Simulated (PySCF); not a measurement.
# Peak assignment

Molfile (atoms numbered from 1):
```
C3H9N
     RDKit          3D

 13 12  0  0  0  0  0  0  0  0999 V2000
   -1.8598   -0.0021   -0.0046 C   0  0  0  0  0  0  0  0  0  0  0  0
   -0.4269   -0.4416   -0.2143 C   0  0  0  0  0  0  0  0  0  0  0  0
    0.5003    0.6203    0.1117 N   0  0  0  0  0  0  0  0  0  0  0  0
    1.8838    0.2233   -0.0119 C   0  0  0  0  0  0  0  0  0  0  0  0
   -2.0776    0.8896   -0.5956 H   0  0  0  0  0  0  0  0  0  0  0  0
   -2.5566   -0.7911   -0.2947 H   0  0  0  0  0  0  0  0  0  0  0  0
   -2.0484    0.2351    1.0468 H   0  0  0  0  0  0  0  0  0  0  0  0
   -0.2307   -1.3620    0.3665 H   0  0  0  0  0  0  0  0  0  0  0  0
   -0.2721   -0.7083   -1.2662 H   0  0  0  0  0  0  0  0  0  0  0  0
    0.3188    0.9472    1.0530 H   0  0  0  0  0  0  0  0  0  0  0  0
    2.5352    1.0405    0.3039 H   0  0  0  0  0  0  0  0  0  0  0  0
    2.1093    0.0084   -1.0604 H   0  0  0  0  0  0  0  0  0  0  0  0
    2.1471   -0.6748    0.5725 H   0  0  0  0  0  0  0  0  0  0  0  0
  1  2  1  0
  2  3  1  0
  3  4  1  0
  1  5  1  0
  1  6  1  0
  1  7  1  0
  2  8  1  0
  2  9  1  0
  3 10  1  0
  4 11  1  0
  4 12  1  0
  4 13  1  0
M  END
```

Computed data (PySCF 2.14.0 with density-fitted response routines): PBE0-D3(BJ)/def2-TZVP geometry, NMR shieldings at B97-2/pcSseg-2/GIAO. Equivalent nuclei averaged, no solvent model, relativity neglected, one conformer.

δ = σ(ref) − σ, references computed at the same level: TMS for 13C (σ = 185.38 ppm) and 1H (σ = 31.64 ppm).

(1) Assign these signals to the numbered atoms. 13C{1H} NMR (computed): δ 52.1, 40.7, 18.5.

(2) Assign these signals to the numbered atoms. 1H NMR (600 MHz, computed): δ 2.56 (q, 2H), 2.52 (s, 3H), 1.12 (t, 3H), -0.18 (br s, 1H).

## Answers

(1) 
| δ (ppm) | atoms | environment | reason |
| --- | --- | --- | --- |
| 52.1 | C2 | sp3 CH2 bonded to N | pulled downfield by the heteroatom |
| 40.7 | C4 | methyl carbon bonded to N | the inductive effect lowers its shielding |
| 18.5 | C1 | methyl carbon | aliphatic region, no heteroatom directly attached |

(2) 
2.56 → H8/H9, hydrogen on an sp3 CH2 bonded to N: its carbon carries N, hence the downfield position
2.52 → H11/H12/H13, hydrogen on a methyl carbon bonded to N: its carbon carries N, an electronegative neighbour
1.12 → H5/H6/H7, hydrogen on a methyl carbon
-0.18 → H10, hydrogen on an amine nitrogen: exchangeable; this is the value without hydrogen bonding to other molecules

H8/H9 and H11/H12/H13 lie closer than the usual error of such a calculation, so a measured spectrum could show them in the other order.

OH/NH shifts are gas-phase values; hydrogen bonding in solution moves them, usually downfield. Shifts are as computed. Against solution values, carbons near 30 ppm lie about +3 ppm off and those near 130 ppm about +7 ppm. Of 1211 compounds with measured shifts, 218 miss one by over three times the rms of a fit or turn the order of signals round; such compounds aren't used in these exercises. No couplings were computed; multiplicities are counted from neighbouring protons, with m where these are inequivalent, close in shift, in a saturated or five-membered ring or joined by F or P, and br s for small geminal =CH2 splittings.
